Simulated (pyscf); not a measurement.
H₃C–CH₃ (SMILES CC) + •O–SiH₃ (SMILES [O][SiH3]) → H₃C–CH₂–O–SiH₃ (SMILES CCO[SiH3]) + H• (SMILES [H]) (substitution at C; doublet surface; C–H broken, C–O formed). Optimised with ωB97X-D3(BJ)/def2-SVP in PySCF. Energies in kJ/mol from the separated reactants.

```
level                   barrier  reaction energy
----------------------  -------  ---------------
ωB97X-D3(BJ)/def2-TZVP    183.5            +35.1
PBE/def2-TZVP               [?]            +41.6
B3LYP-D3(BJ)/def2-TZVP    170.8            +52.0
PBE0-D3(BJ)/def2-TZVP       [?]              [?]
M06-2X/def2-TZVP          173.1            +26.0
HF/def2-TZVP              311.4            +87.0
```

Fill in the missing entries.


- PBE/def2-TZVP, barrier: 143.1
- PBE0-D3(BJ)/def2-TZVP, barrier: 163.2
- PBE0-D3(BJ)/def2-TZVP, reaction energy: +35.4

The functionals in the table span 40.4 kJ/mol in this barrier, from PBE to ωB97X-D3(BJ)/def2-TZVP. •O–SiH₃ lies 104.0 kJ/mol over its isomer HO–SiH₂• (electronic energy, ωB97M-D3(BJ)/def2-TZVP). H₃C–CH₂–O–SiH₃ lies 75.7 kJ/mol over its isomer H₃C–CH₂–SiH₂–OH (electronic energy, ωB97M-D3(BJ)/def2-TZVP). This is the saddle that the search found; another between the same sides may lie lower. The angle at the attacked C is 167°.
